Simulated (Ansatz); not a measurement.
This geometry of AlFH2 (4 atoms, charge 0, multiplicity 1) is a first-order saddle point.

Method: RKS PBE/6-31G* in Ansatz 0.2.0.

```xyz
4
Properties=species:S:1:pos:R:3
Al 0.242 0.000 -0.488
F 0.988 0.000 1.311
H 1.770 0.000 0.436
H -1.388 0.000 -0.328
```

(1) Which two structures does it join? (They come from a converged band through this point; their orientation in space is the band's.)

(2) How far does it lie above each of them?

Results:

(1) Bonds broken: Al1–H3. Bonds formed: F2–H3.

Initial state:

```xyz
4
Properties=species:S:1:pos:R:3
Al 0.402 0.000 0.180
F 0.443 0.000 1.849
H 1.805 0.000 -0.584
H -1.037 0.000 -0.514
```

Final state:

```xyz
4
Properties=species:S:1:pos:R:3
Al 0.106 0.000 -0.794
F 1.066 0.000 1.209
H 1.882 0.000 0.687
H -1.441 0.000 -0.171
```

(2) 292.1 kJ/mol above the first and 13.8 kJ/mol above the second. This is the barrier of this one path; another mechanism may lie lower. The orbitals stay closed-shell, which can raise the energy where a bond breaks towards radicals; this wasn't checked here.

The run took 33 s on 1 thread of Arm Neoverse V2 (shared host), peak memory 0.081 GiB.
